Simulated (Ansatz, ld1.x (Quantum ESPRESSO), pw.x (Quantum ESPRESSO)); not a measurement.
# What a changed setting does to a pw.x run (bcc Nb)

Potential: PAW, ld1.x (Quantum ESPRESSO) 7.5, LDA (PW92); core [Ar] 3d10, reference 4s2 4p6 4d4 5s0.5 5p0; waves: 4s (bound): rcut 1.50, rcutus 1.80 bohr; 5s (bound): rcut 1.50, rcutus 1.80 bohr; 4p (bound): rcut 2.00, rcutus 2.75 bohr; 5p (bound, empty): rcut 2.00, rcutus 2.75 bohr; 4d (bound): rcut 2.15, rcutus 2.40 bohr; 4d channel at 4.3 Ry: rcut 2.15, rcutus 2.40 bohr; local part: all-electron potential smoothed inside 1.55 bohr (lloc = -1); core correction: Bessel-smoothed model core inside 1.35 bohr; augmentation: BESSEL, radius 1.05 bohr.

The reference run (k-mesh 14³, cutoffs 40/320 Ry, Fermi–Dirac 0.01 Ry, mixing_beta 0.4, conv_thr 1e-9, no spin) gives -1.66 GPa at 17.208 Å³/atom, where all-electron LAPW gives -0.41 GPa. This run, with its own iteration cap, changes degauss to 0.02.

```
&control
  calculation='scf', prefix='x', pseudo_dir='./', outdir='./tmp', tstress=.true., disk_io='none'
/
&system
  ibrav=0, nat=1, ntyp=1, ecutwfc=40, ecutrho=320, nbnd=14,
  occupations='smearing', smearing='fd', degauss=0.02
/
&electrons
  conv_thr=1e-09, mixing_beta=0.4, electron_maxstep=60
/
ATOMIC_SPECIES
Nb 1.0 Nb.UPF
CELL_PARAMETERS angstrom
  -1.62638541 1.62638541 1.62638541
  1.62638541 -1.62638541 1.62638541
  1.62638541 1.62638541 -1.62638541
ATOMIC_POSITIONS crystal
Nb 0.0000 0.0000 0.0000
K_POINTS automatic
14 14 14 0 0 0
```

```bash
pw.x < Nb.scf.in > Nb.scf.out
```

Q: How does the run end?

A: It converges in 16 iterations; the free energy moves by -111.7 meV/atom and the pressure by +1.09 GPa. In a metal, with Fermi–Dirac smearing, F lies below its zero-width value by a term in the square of the width.

```
Message from routine setup:
     using ibrav=0 with symmetry is DISCOURAGED, use correct ibrav instead
     lattice parameter (alat)  =       5.3233  a.u.
     unit-cell volume          =     116.1253 (a.u.)^3
     number of electrons       =        13.00
     number of Kohn-Sham states=           14
     kinetic-energy cutoff     =      40.0000  Ry
     charge density cutoff     =     320.0000  Ry
     scf convergence threshold =      1.0E-09
     Exchange-correlation= SLA  PW   NOGX NOGC
     number of k points=   104  Fermi-Dirac smearing, width (Ry)=  0.0200
     iteration #  1     ecut=    40.00 Ry     beta= 0.40
     total energy              =    -325.97290361 Ry
     estimated scf accuracy    <       1.74146923 Ry
     iteration #  2     ecut=    40.00 Ry     beta= 0.40
     total energy              =    -326.05720990 Ry
     estimated scf accuracy    <       0.06656079 Ry
     iteration #  3     ecut=    40.00 Ry     beta= 0.40
     total energy              =    -326.10345924 Ry
     estimated scf accuracy    <       0.02604359 Ry
     [... 10 iterations left out ...]
     iteration # 14     ecut=    40.00 Ry     beta= 0.40
     total energy              =    -326.10748096 Ry
     estimated scf accuracy    <          2.2E-09 Ry
     iteration # 15     ecut=    40.00 Ry     beta= 0.40
     total energy              =    -326.10748096 Ry
     estimated scf accuracy    <          1.3E-09 Ry
     iteration # 16     ecut=    40.00 Ry     beta= 0.40
     the Fermi energy is    16.5912 ev
!    total energy              =    -326.10748096 Ry
     estimated scf accuracy    <          9.5E-10 Ry
     smearing contrib. (-TS)   =      -0.02023043 Ry
     The total energy is F=E-TS. E is the sum of the following terms:
     one-electron contribution =      -9.11591783 Ry
     hartree contribution      =      31.11085764 Ry
     xc contribution           =     -18.79453032 Ry
     ewald contribution        =    -100.05626518 Ry
     one-center paw contrib.   =    -229.23139485 Ry
     convergence has been achieved in  16 iterations
          total   stress  (Ry/bohr**3)                   (kbar)     P=       -5.66
     Message from routine punch:
     Nothing written, as per user request (disk_io='none')
```

The run took about 18 s on one core of a shared host (Neoverse-V2, 96 threads, 742 GiB, load 57).
